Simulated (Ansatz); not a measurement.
`C[CH2][AlH]` radical at its PBE0-D4/def2-TZVP geometry, where that method's forces vanish. Total charge 0; spin multiplicity 2.

| atom | x (Å) | y (Å) | z (Å) |
| --- | --- | --- | --- |
| C1 | -0.202 | -0.936 | 0.158 |
| C2 | -0.155 | 0.339 | -0.682 |
| Al3 | 0.655 | 1.897 | 0.230 |
| H4 | 0.798 | -1.262 | 0.455 |
| H5 | -0.665 | -1.768 | -0.385 |
| H6 | -0.772 | -0.793 | 1.079 |
| H7 | 0.393 | 0.172 | -1.618 |
| H8 | -1.163 | 0.633 | -1.001 |
| H9 | 1.112 | 1.718 | 1.765 |

Question: For each bond, give half the difference of the two atoms' forces along it (eV/Å; positive pushes the atoms apart) under PBE-D4, r2SCAN-D4, B3LYP-D4, ωB97M-V in def2-TZVPP. (Estimate.)

Answer: The calculation gave: 
```json
{"bond": "C1–C2", "length (Å)": "1.528", "PBE-D4": "-0.01", "r2SCAN-D4": "0.16", "B3LYP-D4": "0.21", "ωB97M-V": "0.22"}
{"bond": "C1–H4", "length (Å)": "1.093", "PBE-D4": "0.10", "r2SCAN-D4": "-0.04", "B3LYP-D4": "-0.07", "ωB97M-V": "-0.08"}
{"bond": "C1–H5", "length (Å)": "1.095", "PBE-D4": "0.13", "r2SCAN-D4": "-0.03", "B3LYP-D4": "-0.07", "ωB97M-V": "-0.10"}
{"bond": "C1–H6", "length (Å)": "1.093", "PBE-D4": "0.10", "r2SCAN-D4": "-0.04", "B3LYP-D4": "-0.07", "ωB97M-V": "-0.08"}
{"bond": "C2–Al3", "length (Å)": "1.978", "PBE-D4": "0.05", "r2SCAN-D4": "-0.04", "B3LYP-D4": "0.09", "ωB97M-V": "0.02"}
{"bond": "C2–H7", "length (Å)": "1.097", "PBE-D4": "0.11", "r2SCAN-D4": "-0.02", "B3LYP-D4": "-0.09", "ωB97M-V": "-0.10"}
{"bond": "C2–H8", "length (Å)": "1.098", "PBE-D4": "0.11", "r2SCAN-D4": "-0.02", "B3LYP-D4": "-0.09", "ωB97M-V": "-0.10"}
{"bond": "Al3–H9", "length (Å)": "1.612", "PBE-D4": "0.10", "r2SCAN-D4": "-0.02", "B3LYP-D4": "-0.07", "ωB97M-V": "-0.09"}
```

B3LYP here is the variant with VWN-RPA as its local correlation; programs differ in this.

Computed with Ansatz.
